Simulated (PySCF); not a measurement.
# Ionisation energy of Be by level of theory

Be [He] 2s2 (1S) → Be⁺ [He] 2s1 (2S), as a difference of total energies. All numbers are calculated (PySCF 2.14, scalar relativity by spin-free X2C-1e, in jorge-DZP-DKH). Correlated levels: valence: 1s2 frozen. The calculations carry no spin-orbit coupling.

```
           method  ionisation energy (eV)
              UHF                   8.037
            M06-L                   8.892
           r2SCAN                   8.786
    MP2 (valence)                   8.737
SCS-MP2 (valence)                   8.876
   CCSD (valence)                   9.268
```

**Question.** How much does correlation contribute at MP2 (valence)?

**Answer.** 8.737 − (8.037) = 0.700 eV, measured against UHF.

Errors of the correlated levels include the incompleteness of this basis and the frozen core.

With two correlated electrons CCSD is exact in that space.

For comparison: 9.323 eV (measured; NIST Atomic Spectra Database, ionization energies).
